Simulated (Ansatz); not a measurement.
A made-up structure of MgSiNH₅, singlet:

```xyz
8
angstrom
N -0.9844 1.2306 -1.3120
Mg -0.2480 0.3111 -0.3378
Si 0.7492 -0.9355 0.9947
H -1.5806 0.8249 -2.0074
H -0.8585 2.2222 -1.2357
H 1.1130 -0.0854 2.2520
H 2.0288 -1.4666 0.2815
H -0.2195 -2.1012 1.3646
```

It is relaxed with PBE-D4/def2-SVP and then PBE0-D4/def2-TZVP (Ansatz 0.2.0). Atoms count as bonded within 1.22 times the sum of their covalent radii (H–H: 0.88 Å). The end point is not checked to be a true minimum.

Does its bonding change? (A judgement: the text doesn't fix the answer.)

Computed: No: no bond forms or breaks.

Where it ends: The first stage lowers the energy by 3.90 eV in 6 steps. It ends as MgSiNH₅ ([NH2][Mg][SiH3]):
| atom | x (Å) | y (Å) | z (Å) |
| --- | --- | --- | --- |
| N1 | -1.2160 | 1.5194 | -1.6189 |
| Mg2 | -0.3077 | 0.3852 | -0.4146 |
| Si3 | 0.9245 | -1.1548 | 1.2285 |
| H4 | -1.8394 | 1.2337 | -2.3598 |
| H5 | -1.1708 | 2.5275 | -1.6452 |
| H6 | 1.3316 | -0.4550 | 2.4852 |
| H7 | 2.1798 | -1.7343 | 0.6610 |
| H8 | 0.0980 | -2.3218 | 1.6638 |

Labels in which every atom is bracketed show which atoms are joined, not bond orders.

For scale, one of the runs: PBE0-D4/def2-TZVP relaxation, 130 basis functions, launched by `ansatz run in.yaml --threads 2 --pin off --events-out ev --progress --plain --max-ram 4352MiB`. Hardware: 2 CPU threads of an Intel Xeon 6975P-C, shared host. Wall time about 9 s.
